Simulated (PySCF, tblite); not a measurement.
**CH6N3+, a complex of two parts: NMR shifts, interaction energy, spin-spin couplings and core binding energies**

Wanted: the NMR shifts, interaction energy, spin-spin couplings and core binding energies for `C[NH3+]` with `N#N`.

Computed with tblite 0.8.0 and PySCF 2.14.0; each step states its level. No surroundings beyond the atoms listed, unless a continuum is named. Atoms count from 0, parts from 1.

## Step 1: The system as given

10 atoms, charge 1, multiplicity 1; geometry: rigid parts in contact. Parts: 1 = atoms 0–7, `C[NH3+]`, charge 1; 2 = atoms 8–9, `N#N`, charge 0.

## Step 2: Bringing the parts together with GFN2-xTB

The job: settings as JSON, then the geometry in Å.

```
{"job": {"kind": "dock", "xc": "GFN2-xTB", "basis": "xTB"}, "charge": 1, "multiplicity": 1, "parts": [{"atoms": "0-7", "charge": 1, "multiplicity": 1}, {"atoms": "8-9", "charge": 0, "multiplicity": 1}]}
C      0.735901    -0.033075     0.025761
N     -0.746039     0.033270    -0.026084
H      1.069335    -0.137234     1.055760
H      1.165085     0.874970    -0.391809
H      1.092266    -0.886032    -0.547441
H     -1.067894     0.133954    -0.998066
H     -1.089131     0.837591     0.516063
H     -1.159522    -0.823445     0.365815
N      3.426846    -0.842887     2.253878
N      2.426653    -0.473291     2.516896
```

Method: GFN2-xTB search for minima from random contacts, gas phase.

The run is started by

```bash
> OMP_NUM_THREADS=1 python cluster_run.py task.json out
```

This one command runs all jobs of the session in turn.

**Question.** The jobs that follow are: PBE0-D3(BJ)/def2-SVPD geometry optimisation, gas phase; GIAO PBE0/pcSseg-2 NMR shielding, non-relativistic, gas phase; wB97M-D3(BJ)/def2-TZVPD interaction energy, counterpoise and uncorrected, gas phase; PBE0-D3(BJ)/def2-TZVPD interaction energy, counterpoise and uncorrected, gas phase; B3LYP/pcJ-1 indirect spin-spin coupling, non-relativistic, gas phase; delta-SCF UKS SCAN, pcX-2 on the ionised atom, pcseg-1 elsewhere, spin-free X2C. Predict: binding energy (GFN2-xTB); point group; rotational constants (main isotopes); shieldings of C, H, N (PBE0/pcSseg-2, a mean where the table joins atoms); largest proton shift on binding; interaction energy, counterpoise (wB97M-D3(BJ)/def2-TZVPD); superposition error; binding energy (with deformation); largest coupling of the table (B3LYP/pcJ-1); N1s binding energies, SCAN/pcX-2 (standing for 2 of 3 atoms); C1s binding energies, SCAN/pcX-2.

The runs gave:

| quantity | value |
| --- | --- |
| binding energy (GFN2-xTB) | -8.16 kcal/mol (rough: tight binding is poor for bare ions) |
| point group | Cs |
| rotational constants (main isotopes) | 23.47, 2.14, 2.01 GHz |
| shieldings of C, H, N (PBE0/pcSseg-2, a mean where the table joins atoms) | C0 154.0, H6 25.0, H5 27.2, H4 28.1, H2 28.2, N8 -105.7, N9 -66.9, N1 222.6 ppm |
| largest proton shift on binding | H6, +1.63 ppm |
| interaction energy, counterpoise (wB97M-D3(BJ)/def2-TZVPD) | -5.07 kcal/mol |
| superposition error | 0.09 kcal/mol |
| binding energy (with deformation) | -5.01 kcal/mol |
| largest coupling of the table (B3LYP/pcJ-1) | ¹J(C,H) C0–H4, 157.5 Hz |
| N1s binding energies, SCAN/pcX-2 (standing for 2 of 3 atoms) | N1 414.98, N9 413.96 eV |
| C1s binding energies, SCAN/pcX-2 | C0 298.27 eV |
| range of the interaction energy over the runs of this table | -5.52 to -5.07 kcal/mol |

**Reading.** At its xTB geometry the search ends with the contact H6···N9 (hydrogen bond, 1.69 Å); 6 starts can't prove it the lowest minimum. A later relaxation moves these distances. The start of the PBE0/def2-SVPD relaxation was shaken at random by about 0.01 Å, so part of the energy gained, and of the first lengths quoted, undoes that. Over 3 steps the energy fell by 0.195 eV; of the close pairs, C0–H2 changed most, 1.041 to 1.095 Å. No frequency check was run at this level, so the end point may be a saddle. Hydrogens of an XH3 group are listed apart at this fixed geometry; free rotation makes them one line at their mean. At PBE0/pcSseg-2: The widest tensor belongs to N8: span 668 ppm, with a paramagnetic part of -428 ppm. On binding (GIAO PBE0/pcSseg-2 NMR shielding, non-relativistic, gas phase), H6 moves most among the protons, 1.63 ppm downfield. A part with a negative deformation was relaxed at another level. At SCAN/pcX-2: N1 (nitrogen bonded to C, 3 H) binds its N1s electron 1.02 eV more tightly than N9 (nitrogen bonded to N). Only 2 of the 3 N atoms are covered by sound results. The interaction energy runs from -5.52 (PBE0-D3(BJ)/def2-TZVPD) to -5.07 kcal/mol (wB97M-D3(BJ)/def2-TZVPD).
